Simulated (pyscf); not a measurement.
This saddle point was located with ωB97X-D3(BJ)/def2-SVP in PySCF.

```xyz
8

F      1.2526     0.6588     0.7539
Si    -0.1259     0.3129    -0.0165
F     -1.0027     1.6127     0.4540
O     -1.1700    -0.8213     0.9001
H     -0.2204     0.4214    -1.4738
H     -1.5124    -0.6041     1.7769
H     -0.3769    -1.5925     0.5758
F      0.5119    -1.4699    -0.2387
```

Surface: singlet, charge 0. Lowest wavenumbers (cm⁻¹): 824i, 129, 272, 347, 374.

Question: Which two sides does it connect, and which bonds change?

Answer: HO–SiH(F)–F (SMILES O[SiH](F)F) + HF (SMILES F) ⇌ F–SiH(F)–F (SMILES F[SiH](F)F) + H₂O (SMILES O), a four-centre exchange read from left to right: O–Si, F–H broken and F–Si, H–O formed. At CCSD(T)/def2-TZVPP + ΔMP2(QZVPP) it lies +17.3 kcal/mol from the left side and +25.8 kcal/mol from the right (each side as separated species at their lowest minima found). On the reactant side the descent ends in a complex, 5.2 kcal/mol under the separated species and 19.4 kcal/mol under the saddle at ωB97X-D3(BJ)/def2-TZVP. At ωB97X-D3(BJ) the barrier from the zero used here is 14.2 kcal/mol. One saddle was located; it need not be the lowest between these sides. The CCSD(T) − MP2 part came from Ansatz, without density fitting, on the same reference.
